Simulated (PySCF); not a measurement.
ethylene (C₂H₄), SMILES C=C.

The structure is a stationary point at B3LYP-D3(BJ)/def2-TZVP.

Method: TDDFT-ωB97X/def2-TZVPD (PySCF).

Vertical excitations. The molecule is in vacuum. State labels are in the subgroup D2h.

Problem. Estimate the UV-visible absorptions. (The exact figures need the calculation; the answer reports its results.)

Solution. 
| state | symmetry | energy (eV) | λ (nm) | f | main pairs |
|---|---|---|---|---|---|
| S1 | B1u | 7.74 | 160 | 0.380 | HOMO→LUMO 98 % |
| S2 | B3u | 7.76 | 160 | 0.108 | HOMO→LUMO+1 95 % |
| S3 | B1g | 8.21 | 151 | 0.000 | HOMO−1→LUMO 97 % |
| S4 | B2g | 8.67 | 143 | 0.000 | HOMO→LUMO+2 96 % |
| S5 | B1g | 9.02 | 137 | 0.000 | HOMO→LUMO+3 93 % |
| S6 | B2g | 9.70 | 128 | 0.000 | HOMO−2→LUMO 96 % |
| S7 | B3g | 9.95 | 125 | 0.000 | HOMO−1→LUMO+1 94 % |
| S8 | B3u | 9.98 | 124 | 0.148 | HOMO→LUMO+4 96 % |
| S9 | B2u | 10.69 | 116 | 0.163 | HOMO−1→LUMO+2 91 % |
| S10 | Au | 10.77 | 115 | 0.000 | HOMO→LUMO+5 96 % |
| T1 | B1u | 4.55 | 272 | 0 | HOMO→LUMO 94 % |
| T2 | B1g | 7.72 | 161 | 0 | HOMO−1→LUMO 96 % |
| T3 | B3u | 7.75 | 160 | 0 | HOMO→LUMO+1 95 % |
| T4 | B2g | 8.53 | 145 | 0 | HOMO→LUMO+2 95 % |
Triplets are in the Tamm–Dancoff approximation, which puts them higher than full response would, so one can lie above its singlet here.
